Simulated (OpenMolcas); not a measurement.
**How basis sets differ on SiH2 (SMILES [SiH2])**

SiH2: 3 atoms, total charge 0, spin state singlet. SMILES: `[SiH2]`. Geometry: relaxed at PBE0-D4/def2-TZVP.

```xyz
3

Si   -0.4912    0.4686   -0.2136
H     0.8403    0.5786    0.5225
H    -0.3491   -1.0472   -0.3089
```

Quantity: the HOMO–LUMO gap, in eV. The values are calculated.

| level | kind | program | value (eV) | CPU time |
| --- | --- | --- | --- | --- |
| HF/STO-3G | Hartree–Fock | OpenMolcas | 12.33 | 2.9 s |
| HF/3-21G | Hartree–Fock | OpenMolcas | 9.26 | 2.9 s |
| HF/pcseg-0 | Hartree–Fock | OpenMolcas | 9.34 | 1.6 s |
| HF/6-31G* (spherical functions) | Hartree–Fock | OpenMolcas | 9.40 | 1.5 s |
| HF/aug-cc-pVTZ | Hartree–Fock | OpenMolcas | 9.16 | 12 s |

The values span 9.16 to 12.33 eV. A Hartree–Fock LUMO above zero doesn't converge with the basis: it sinks as sets grow more diffuse. Orbital gaps aren't excitation energies. Times are those of the runs behind each value, whatever else they computed, on shared processors of several kinds: orders of magnitude only.
